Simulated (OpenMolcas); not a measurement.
What quartet CH5Si costs in OpenMolcas

The species is CH5Si (7 atoms), meant as a quartet with charge 0. As SMILES of the parent species, `C[SiH2]`. Geometry: relaxed at PBE0-D4/def2-TZVP. That shape belongs to the parent species and isn't relaxed for this state.

```xyz
7

C    -0.1226   -0.8032    0.0952
Si    0.1762    1.0348    0.3140
H    -0.2048   -1.0549   -0.9666
H     0.6992   -1.3833    0.5195
H    -1.0471   -1.1077    0.5895
H    -0.9515    1.8464   -0.2257
H     1.4506    1.4680   -0.3260
```

Program: OpenMolcas 26.06. Hardware: 1 thread of AMD EPYC 9R45 (Zen 5), shared host, so times are rough. Two-electron integrals are exact unless an approximation is named.

(1) Estimate their order by wall time, quickest first.
A. energy at ROCCSD(T)/aug-cc-pVDZ, 6 core orbitals frozen
B. energy at UHF/aug-cc-pVDZ
C. energy at U-r2SCAN/aug-cc-pVDZ, grid UltraFine

Results:

(1) B (8.4 s), A (26 s), C (70 s).
